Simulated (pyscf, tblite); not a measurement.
H₃C–OH (SMILES CO) + CH₃• (SMILES [CH3]) -> •H₂C–OH (SMILES [CH2]O) + CH₄ (SMILES C): energy along the mass-weighted descent from the GFN2-xTB with spin polarisation saddle (tblite), relative to the relaxed reactant side, a complex of the molecules.

(s (amu^1/2 bohr), E (kcal/mol)): (-0.160, 0.6); (-0.120, 0.6); (0.720, -4.9); (1.44, -6.0); (1.98, -6.9); (2.24, -7.4); (2.39, -7.8); (2.55, -8.1); (2.73, -8.4); (2.88, -8.6); (3.04, -8.8); (3.19, -9.0); (3.29, -9.1); (3.42, -9.3); (3.52, -9.3); (3.64, -9.5); (3.74, -9.6); (3.82, -9.7); (3.89, -9.7); (3.98, -9.8); (4.05, -9.9)

The GFN2-xTB with spin polarisation barrier from the reactant side is 0.03 eV. What does ωB97X-D3(BJ) (PySCF) give from its own reactant-side minimum, in def2-SVP and in def2-TZVP?

0.54 eV in the double-zeta basis after reoptimising the saddle, and 0.55 eV in the triple-zeta single point, so the tight-binding barrier lies 0.53 eV under the latter. The imaginary mode goes from 615i to 1657i cm⁻¹.
